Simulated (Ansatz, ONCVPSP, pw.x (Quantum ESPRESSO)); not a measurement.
# Which Ta potential is closest to all-electron in the bcc crystal?

All use LDA (Perdew-Wang 92), scalar-relativistic, no spin, cutoffs from each file’s atomic test, pw.x 7.5; 14³ k-points, Fermi–Dirac smearing 0.01 Ry. Δ is the rms difference from all-electron LAPW of the E(V) curves that follow from fits to the pressures, over ±6 % in volume. Mesh and smearing are coarse and serve the comparison alone. The files are a selection: those with a ghost or negative overlap were mostly not run, and those with noisy or unconverged pressures or nearly equal Δ are left out.

All-electron: a0 = 3.255 Å (V0 = 17.24 Å³/atom), B0 = 217.7 GPa.

Rank them by Δ, smallest first.
A. optimised norm-conserving Vanderbilt (ONCV), ONCVPSP 4.0.1.1 (patched build), LDA (Perdew-Wang 92); core [Kr] 4d10 4f14, reference 5s2 5p6 5d3 6s2; waves: 5s+6s: rc 1.70 bohr, ncon 4, nbas 8, qcut 8.3 1/bohr, 2 projectors; 5p: rc 1.80 bohr, ncon 4, nbas 8, qcut 8.6 1/bohr, 2 projectors, debl 2.6 Ha; 5d: rc 2.80 bohr, ncon 3, nbas 8, qcut 5.7 1/bohr, 2 projectors, debl 1.1 Ha; f scattering state at 0.04 Ha: rc 2.30 bohr, ncon 4, nbas 7, qcut 5.6 1/bohr, 1 projector; local part: polynomial inside 1.10 bohr (lpopt 4, dvloc0 6 Ha); core correction: Teter function, fcfact 5.25, rcfact 1.65.
B. optimised norm-conserving Vanderbilt (ONCV), ONCVPSP 4.0.1.1 (patched build), LDA (Perdew-Wang 92); core [Kr] 4d10 4f14, reference 5s2 5p6 5d3 6s2; waves: 5s+6s: rc 2.00 bohr, ncon 5, nbas 8, qcut 6.6 1/bohr, 2 projectors; 5p: rc 2.15 bohr, ncon 4, nbas 7, qcut 5.7 1/bohr, 1 projector; 5d: rc 1.70 bohr, ncon 5, nbas 9, qcut 5 1/bohr, 2 projectors, debl 2.2 Ha; local part: polynomial inside 1.20 bohr (lpopt 5, dvloc0 0 Ha); core correction: none.
C. optimised norm-conserving Vanderbilt (ONCV), ONCVPSP 4.0.1.1 (patched build), LDA (Perdew-Wang 92); core [Kr] 4d10 4f14, reference 5s2 5p6 5d3 6s1.5 6p0.5; waves: 5s+6s: rc 1.90 bohr, ncon 4, nbas 8, qcut 5.5 1/bohr, 2 projectors; 5p+6p: rc 2.00 bohr, ncon 4, nbas 7, qcut 5.3 1/bohr, 2 projectors; 5d: rc 2.40 bohr, ncon 3, nbas 8, qcut 7.3 1/bohr, 2 projectors, debl 1.4 Ha; local part: polynomial inside 1.50 bohr (lpopt 5, dvloc0 1 Ha); core correction: none.

A (3.6 meV/atom), C (13.9 meV/atom), B (25.7 meV/atom).
